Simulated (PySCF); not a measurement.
CH3S, SMILES C[S] (connectivity only; charge and spin as stated), charge -1, multiplicity 1. Atoms are numbered in the order given.

```xyz
5

C      0.0000     0.0000     1.1160
S      0.0000     0.0000    -0.7044
H      0.8824     0.5095     1.5248
H     -0.8824     0.5095     1.5248
H      0.0000    -1.0189     1.5248
```
Charge -1, spin multiplicity 1.

Geometry: PBE0-D3(BJ)/def2-TZVPD. The spin state was assumed, not searched. The isomer is the one that the SMILES or the coordinates give; other isomers of the formula were not compared.

Estimates of the vertical detachment energy (IE) of the anion in eV. Rows of orbital energies are one-electron estimates, which approximate functionals can put far too low.

```tsv
level	IE
−ε(HOMO), −ε(LUMO), HF/def2-TZVPD (PySCF)	[?]
−ε(HOMO), −ε(LUMO), CAM-B3LYP/def2-TZVPD (PySCF)	1.00
ADC(2)/aug-cc-pVDZ (PySCF)	1.19
```

Problem. Some entries are withheld; supply them. (An estimate is asked for; the answer gives what the named calculation found.)

Solution. 
- −ε(HOMO), −ε(LUMO), HF/def2-TZVPD (PySCF), IE: 2.24

Problem. Beyond the first one, list the lowest photoelectron lines from ADC(2)/aug-cc-pVDZ (PySCF) with their pole strengths (two spins summed). (An estimate is asked for; the answer gives what the named calculation found.)

Solution. 4.93 eV (1.72), 8.35 eV (1.75), 8.35 eV (1.75).
